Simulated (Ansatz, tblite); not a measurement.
**BiF3: which spin state is lowest**

Is the singlet the ground state of BiF3? Other spin states are computed and compared level by level.

Method: as each input shows; program: Ansatz 0.2.0, Gaussian basis.

Plan: triplet, at the geometry of the singlet (GFN1-xTB, GFN2-xTB, PBE0-D4/def2-TZVP, PBE-D4/def2-TZVP, r2SCAN-D4/def2-TZVP); the singlet's energies come from earlier runs.

## Step 1: The relaxed structure

The geometry is that of the singlet, from an earlier relaxation (PBE-D4/def2-TZVP).

4 atoms, charge 0, spin multiplicity 1.

Bond lengths: Bi1–F2 2.018 Å, Bi1–F3 2.019 Å, Bi1–F4 2.019 Å. Angles: F2–Bi1–F3 96.2°, F2–Bi1–F4 96.3°, F3–Bi1–F4 96.3°.

Bi takes a core potential in the def2 sets. No spin-orbit coupling is included.

## Step 2: Triplet at the fixed geometry, GFN1-xTB

Tight binding, by tblite at 300 K electronic temperature and without a spin-polarisation term:

```python
tblite.interface.Calculator('GFN1-xTB', numbers, positions, charge=0, uhf=2).singlepoint()
```

Energy -474.5212 eV; 0.002 s.

## Step 3: Triplet at the fixed geometry, GFN2-xTB

Tight binding, by tblite at 300 K electronic temperature and without a spin-polarisation term:

```python
tblite.interface.Calculator('GFN2-xTB', numbers, positions, charge=0, uhf=2).singlepoint()
```

Energy -444.2688 eV; 0.003 s.

## Step 4: Triplet at the fixed geometry, PBE0-D4/def2-TZVP

in.yaml

```yaml
crystal:
  periodic: [false, false, false]
  atoms:
    - {symbol: Bi, position_ang: [-0.004932, 0.004660, 0.772834]}
    - {symbol: F, position_ang: [1.736709, -0.029970, -0.246795]}
    - {symbol: F, position_ang: [-0.841135, 1.515863, -0.271975]}
    - {symbol: F, position_ang: [-0.890642, -1.490563, -0.254054]}
basis:
  gaussian: {orbitals: def2-TZVP}
magnetization: {spin_polarized: true, initial_magnetization: 2}
hamiltonian: {xc: pbe0, dispersion: d4}
scf: {omitted_lower_state_checks: [starts]}
output: {orbitals: {seedname: orbitals}}
```

On the command line:

```sh
$ ansatz run in.yaml --threads 4 --pin off --events-out ev --progress --plain --max-ram 3916MiB
```

The program printed:

```text
Functional definition: PBE0
  name "PBE0"
  cite "Adamo & Barone, J. Chem. Phys. 110, 6158 (1999) doi:10.1063/1.478522"
  cite "Perdew, Burke & Ernzerhof, Phys. Rev. Lett. 77, 3865 (1996) doi:10.1103/PhysRevLett.77.3865"
  parent pbe
  parameter a = 0.25
  parameter kappa = 0.804
  parameter beta = 0.06672455060314922
  exchange = (1 - a)*pbe_x(kappa = kappa, mu = beta*pi^2/3) + a*exact_x
  correlation = pbe_c(beta = beta)
these checks for a lower state are left out or cut short: starts
873 factors; their error is unknown
mean field evaluation 1: about -13977.8764 eV, gradient 4.1e1 eV
mean field evaluation 2: about -13958.1471 eV, gradient 8.9e1 eV
mean field evaluation 4: about -13983.3477 eV, gradient 6.3e0 eV
mean field evaluation 8: about -13983.4726 eV, gradient 8.4e-2 eV
mean field evaluation 16: about -13983.5831 eV, gradient 5.8e-3 eV
mean field evaluation 32: about -13983.5848 eV, gradient 3.8e-5 eV
mean field -13983.58483674 eV, -513.8872643360 hartree, gradient 6.4e-6 eV, S^2 2.008858; 0 other end points of the search recorded, 0 dependent functions left out
reference -13983.58487179 eV, -513.8872656241 hartree; 26, 24 occupied and 117, 119 virtual orbitals, 873 factors
Total energy: -13983.64665229 eV, -513.8895360154 hartree
Checks for a lower state left out: starts
```

Wall time 6 s (4 threads of AMD EPYC 7R43, shared host).

From the report: HOMO -4.29 eV, LUMO -8.06 eV (over both spins; with the spin held, an empty level of the minority spin lies below the top filled one); ⟨S²⟩ 2.009 (pure: 2.00).

## Step 5: Triplet at the fixed geometry, PBE-D4/def2-TZVP

start.molden holds the orbitals of an earlier run on this state, given as this run's starting guess.

in.yaml, as its differences from that of step 4:

```diff
@@ -8,5 +8,5 @@
 basis:
-  gaussian: {orbitals: def2-TZVP}
+  gaussian: {orbitals: def2-TZVP, initial_orbitals: start.molden}
 magnetization: {spin_polarized: true, initial_magnetization: 2}
-hamiltonian: {xc: pbe0, dispersion: d4}
+hamiltonian: {xc: pbe, dispersion: d4}
 scf: {omitted_lower_state_checks: [starts]}
```

Same command.

The program printed:

```text
Functional definition: PBE
  name "PBE"
  cite "Perdew, Burke & Ernzerhof, Phys. Rev. Lett. 77, 3865 (1996) doi:10.1103/PhysRevLett.77.3865"
  parent pbe
  parameter kappa = 0.804
  parameter beta = 0.06672455060314922
  exchange = pbe_x(kappa = kappa, mu = beta*pi^2/3)
  correlation = pbe_c(beta = beta)
these checks for a lower state are left out or cut short: starts
828 factors; their error is unknown
mean field evaluation 1: about -13984.9576 eV, gradient 7.5e0 eV
mean field evaluation 2: about -13985.1334 eV, gradient 2.6e-1 eV
mean field evaluation 4: about -13985.1256 eV, gradient 2.7e-1 eV
mean field evaluation 8: about -13985.1281 eV, gradient 4.4e-2 eV
mean field evaluation 16: about -13985.1285 eV, gradient 2.8e-5 eV
mean field -13985.12852884 eV, -513.9439939743 hartree, gradient 9.2e-6 eV, S^2 2.002951; 0 other end points of the search recorded, 0 dependent functions left out
reference -13985.12857535 eV, -513.9439956836 hartree; 26, 24 occupied and 117, 119 virtual orbitals, 828 factors
Total energy: -13985.20243416 eV, -513.9467099446 hartree
Checks for a lower state left out: starts
```

It took 2.8 s on 4 threads of AMD EPYC 7R43, shared host.

From the report: HOMO -3.19 eV, LUMO -8.75 eV (over both spins; with the spin held, an empty level of the minority spin lies below the top filled one); ⟨S²⟩ 2.003 (pure: 2.00).

## Step 6: Triplet at the fixed geometry, r2SCAN-D4/def2-TZVP

in.yaml, as its differences from that of step 5:

```diff
@@ -10,3 +10,3 @@
 magnetization: {spin_polarized: true, initial_magnetization: 2}
-hamiltonian: {xc: pbe, dispersion: d4}
+hamiltonian: {xc: r2scan, dispersion: d4}
 scf: {omitted_lower_state_checks: [starts]}
```

Launched as before.

The program printed (excerpt; [...] marks lines left out):

```text
Functional definition: r2SCAN
  name "r2SCAN"
  cite "Furness, Kaplan, Ning, Perdew & Sun, J. Phys. Chem. Lett. 11, 8208 (2020) doi:10.1021/acs.jpclett.0c02405"
  cite "Furness, Kaplan, Ning, Perdew & Sun, J. Phys. Chem. Lett. 11, 9248 (2020) doi:10.1021/acs.jpclett.0c03077"
  parent r2scan
[...]
828 factors; their error is unknown
[...]
mean field -13991.09621773 eV, -514.1633024961 hartree, gradient 3.8e-6 eV, S^2 2.007182; 0 other end points of the search recorded, 0 dependent functions left out
reference -13991.09623571 eV, -514.1633031567 hartree; 26, 24 occupied and 117, 119 virtual orbitals, 828 factors
Total energy: -13991.11200855 eV, -514.1638827979 hartree
Checks for a lower state left out: starts
```

It took 7 s on 4 threads of AMD EPYC 7R43, shared host.

Report: HOMO -3.46 eV, LUMO -8.73 eV (over both spins; with the spin held, an empty level of the minority spin lies below the top filled one); ⟨S²⟩ 2.007 (pure: 2.00).

## Step 7: Triplet less singlet, vertical

The singlet's energies are those of its earlier runs, whose logs aren't repeated here.

```
              level  triplet less singlet, vertical (eV)     time
           GFN1-xTB                               +6.441  0.004 s
           GFN2-xTB                               +8.034  0.004 s
   PBE-D4/def2-TZVP                               +5.761    3.5 s
r2SCAN-D4/def2-TZVP                               +5.888    8.4 s
  PBE0-D4/def2-TZVP                               +6.011    6.9 s
```

Times add the two runs; a level without a time comes out of a correlated run. Tight binding without a spin term can't rank spin states.

## Step 8: Results

```
                                                quantity                                   value
triplet less singlet, vertical, functionals in def2-TZVP  +5.761 (PBE-D4) to +6.011 eV (PBE0-D4)
```

**Reading.** All functionals put the triplet above the singlet, over a spread of 0.249 eV. The checks for a lower triplet were left out, so another state of that spin may lie lower. These are electronic energies, without zero-point motion, entropy or surroundings. Spin-orbit coupling is left out too; for so heavy a metal it can shift spin gaps by tenths of an eV.
